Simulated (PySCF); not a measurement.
# C₃H₅NO₂: electronic excitations and core binding energies

What electronic excitations and core binding energies should C₃H₅NO₂ (`[H]/N=C/COC=O`) show?

The runs use PySCF 2.14.0, with density-fitted response routines of our own; the level of theory stands in each step. All values are computed, except where a source is named. Atoms count from 0, in the outputs and in this text.

### 1 Starting geometry

11 atoms, charge 0, multiplicity 1; geometry from: GFN2-xTB.

Bonds of the start (Å): N0–C1 1.25, C1–C2 1.50, C2–O3 1.43, O3–C4 1.32, C4–O5 1.19, N0–H6 1.02, C1–H7 1.10, C2–H8 1.09, C2–H9 1.10, C4–H10 1.10.

### 2 Ultraviolet spectrum: B3LYP/def2-SVPD

The job: settings as JSON, then the geometry in Å.

```
{"job": {"kind": "uv", "xc": "B3LYP", "basis": "def2-SVPD", "nstates": 8, "ntriplets": 3}, "charge": 0, "multiplicity": 1}
N     -2.024961     0.378104     1.181323
C     -0.996413     0.480181     0.477098
C     -0.088653    -0.702290     0.309536
O      1.281061    -0.312714     0.212478
C      1.740087    -0.021267    -0.992887
O      1.130369    -0.059236    -2.019710
H     -2.613722     1.205841     1.230135
H     -0.672859     1.373895    -0.072732
H     -0.173848    -1.373737     1.164385
H     -0.377848    -1.228019    -0.610831
H      2.802212     0.261913    -0.904759
```

Level: TDDFT B3LYP/def2-SVPD, vertical, gas phase, core orbitals frozen in the response.

Command:

```
$ OMP_NUM_THREADS=1 python probes_run.py task.json out
```

This one command runs all jobs of the session in turn.

**Question.** This job is followed by: delta-SCF UKS SCAN, pcX-2 on the ionised atom, pcseg-1 elsewhere, spin-free X2C. Predict these results of the whole session: lowest singlet (B3LYP/def2-SVPD); brightest single state of those computed; lowest triplet; O1s binding energies, SCAN/pcX-2; N1s binding energies, SCAN/pcX-2; C1s binding energies, SCAN/pcX-2 (standing for 1 of 3 atoms).

The runs gave:

| quantity | value |
| --- | --- |
| lowest singlet (B3LYP/def2-SVPD) | 5.14 eV (241 nm), f = 0.002 |
| brightest single state of those computed | state 7, 7.69 eV, f = 0.025 |
| lowest triplet | 4.33 eV |
| O1s binding energies, SCAN/pcX-2 | O3 540.08, O5 538.32 eV |
| N1s binding energies, SCAN/pcX-2 | N0 405.10 eV |
| C1s binding energies, SCAN/pcX-2 (standing for 1 of 3 atoms) | C2 292.85 eV |

In words: The lowest singlet, at 5.14 eV, is HOMO→LUMO 0.97 and is weak; of the 8 states computed, the strongest absorption comes from state 7 at 7.69 eV. The lowest triplet lies 0.81 eV below the lowest singlet (triplets in Tamm-Dancoff, singlets in full TDDFT). O3 (ester alkoxy oxygen) binds its O1s electron 1.75 eV more tightly than O5 (ester carbonyl oxygen).
